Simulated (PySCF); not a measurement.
Worked example for 2-methyl-2-propanethiol: proton affinity at atom S5

Structure: `CC(C)(C)S` (C4H10S). Optimised structure (Å), atoms numbered from 1:
```
C     0.1010    1.2385   -0.7327
C     0.0946    0.0201    0.1844
C     0.3621   -1.2572   -0.6043
C    -1.2335   -0.0813    0.9317
S     1.3733    0.2210    1.5042
H    -0.6899    1.1452   -1.4962
H    -0.0722    2.1625   -0.1625
H     1.0637    1.3371   -1.2578
H     0.3785   -2.1340    0.0589
H    -0.4232   -1.4084   -1.3643
H     1.3299   -1.2075   -1.1269
H    -1.2399   -0.9419    1.6178
H    -1.4324    0.8291    1.5171
H    -2.0565   -0.2123    0.2114
H     2.4357    0.3044    0.6737
```

Level of theory: ωB97X-D3(BJ)/def2-TZVP single points in PySCF, grid level 2; every species was optimised with PBE0-D3(BJ)/def2-SVP. Thermal corrections: PBE0-D3(BJ)/def2-SVP frequencies, unscaled, ideal gas at 298.15 K and 1 bar, quasi-RRHO entropy.

Step: `CC(C)(C)[SH2+]` → `CC(C)(C)S` + H⁺.

| species | charge | multiplicity | E / Eh |
| --- | --- | --- | --- |
| `CC(C)(C)[SH2+]` | 1 | 1 | -557.153830 |
| `CC(C)(C)S` | 0 | 1 | -556.829493 |

Thermal terms, products less reactant: Δ(H − E) = -20.65 kJ/mol, Δ(G − E) = -51.04 kJ/mol (the bare proton has no electronic energy, H = 5/2 RT). 1 Eh = 2625.50 kJ/mol.

What are ΔE, ΔH and ΔG of this step?

ΔE = 0.324337 Eh = 851.55 kJ/mol; ΔH = 830.9 kJ/mol; ΔG = 800.5 kJ/mol, all in the gas phase at 298.15 K and 1 bar. The digits show the arithmetic; the method itself can be off by 10 kJ/mol or more.
